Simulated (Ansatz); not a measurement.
## Breaking a bond in N2O (nitrous oxide)

The species is N2O (3 atoms), meant as a singlet with charge 0. SMILES: `N#[N+][O-]`. The coordinates come from a PBE0-D4/def2-TZVP relaxation.

```xyz
3

N    -0.5117    1.0013   -0.1679
N    -0.0084    0.0165   -0.0028
O     0.5201   -1.0178    0.1707
```

The N2–O3 distance is scanned; the parts on either side stay rigid. Basis STO-3G, 3 core orbitals frozen in the correlated methods; program Ansatz 0.2.0. FCI is exact within this basis and core. Energies in eV from each method's value at 1.174 Å; methods without a U are spin-restricted. The shape above is that at 1.174 Å.

```csv
distance (Å),r2SCAN0,HSE06,CCSDT(Q),CCSDTQ,FCI
1.174,0.00,0.00,0.00,0.00,0.00
1.468,0.60,0.54,0.12,0.16,0.16
1.762,2.47,2.51,1.46,1.45,1.45
2.349,3.79,4.01,1.55,1.54,1.54
2.936,4.01,4.25,1.53,1.52,1.52
```

Departure from the FCI curve at its largest: r2SCAN0 +2.49 eV at 2.94 Å; HSE06 +2.73 eV at 2.94 Å; CCSDT(Q) -0.04 eV at 1.47 Å; CCSDTQ within 0.005 eV. Restricted functionals keep the electrons paired too, and rise too high.
